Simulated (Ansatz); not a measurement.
Coupled-cluster run, CH6B2, SMILES `BCB`.

```yaml
crystal:
  periodic: [false, false, false]
  atoms:
    - {symbol: B, position_ang: [-0.460925, 0.613151, -1.033307]}
    - {symbol: C, position_ang: [0.627840, -0.011744, -0.123423]}
    - {symbol: B, position_ang: [-0.041435, -0.532687, 1.174864]}
    - {symbol: H, position_ang: [-1.361928, -0.065615, -1.434204]}
    - {symbol: H, position_ang: [-0.430355, 1.770806, -1.335891]}
    - {symbol: H, position_ang: [1.510709, 0.606244, 0.030521]}
    - {symbol: H, position_ang: [0.871653, -0.950834, -0.654106]}
    - {symbol: H, position_ang: [0.258467, -0.096402, 2.248322]}
    - {symbol: H, position_ang: [-0.885523, -1.379218, 1.110123]}
basis:
  gaussian: {orbitals: def2-TZVPP}
correlation: {method: ccsd_t}
output: {orbitals: {seedname: orbitals}}
```

```sh
$ ansatz run in.yaml --threads 2 --pin off --events-out ev --progress --plain --max-ram 4352MiB
```

Log, shortened:

```
Functional definition: HF
1018 factors; integrals over basis functions are off by at most 1.1e-3 eV
mean field evaluation 1: about -2466.4478 eV, gradient 2.8e1 eV
mean field evaluation 2: about -2466.4480 eV, gradient 2.8e1 eV
mean field evaluation 4: about -2468.7335 eV, gradient 2.9e0 eV
mean field evaluation 8: about -2468.7679 eV, gradient 1.1e-1 eV
mean field evaluation 16: about -2468.7676 eV, gradient 3.7e-1 eV
mean field -2468.76799076 eV, -90.7255502695 hartree, gradient 4.9e-6 eV, S^2 0.000000; 0 other end points of the search recorded, 0 dependent functions left out
3 core orbitals not correlated: weight in the atoms' cores, before any rotation towards them, 1.000 or more for the frozen orbitals, at most 0.000 for the correlated occupied ones
reference -2468.76799076 eV, -90.7255502695 hartree; 8, 8 occupied and 166, 166 virtual orbitals, 1018 factors
second order -10.38774840 eV of doubles, -0.00000000 eV of singles
cycle   1  -11.18745625 eV  change   -8.0e-1 eV  update   7.0e-2
cycle   2  -11.51042387 eV  change   -3.2e-1 eV  update   2.1e-2
cycle   3  -11.54734043 eV  change   -3.7e-2 eV  update   8.8e-3
cycle   4  -11.54312872 eV  change    4.2e-3 eV  update   3.1e-3
cycle   5  -11.54235542 eV  change    7.7e-4 eV  update   1.4e-3
cycle   6  -11.54222374 eV  change    1.3e-4 eV  update   4.2e-4
cycle   7  -11.54221130 eV  change    1.2e-5 eV  update   1.0e-4
cycle   8  -11.54223385 eV  change   -2.3e-5 eV  update   3.5e-5
cycle   9  -11.54223435 eV  change   -5.0e-7 eV  update   9.2e-6
perturbative correction -0.39696879 eV, -0.0145883341 hartree
Total energy: -2480.70719391 eV, -91.1643078924 hartree
```

Hardware: 2 threads of an Arm Neoverse V1 on a shared host. Wall time 20 s, peak host memory 1.6 GiB.

MP2 recovers 87.0 % of the CCSD(T) correlation energy and the triples give 3.3 %; T1 = 0.0115.
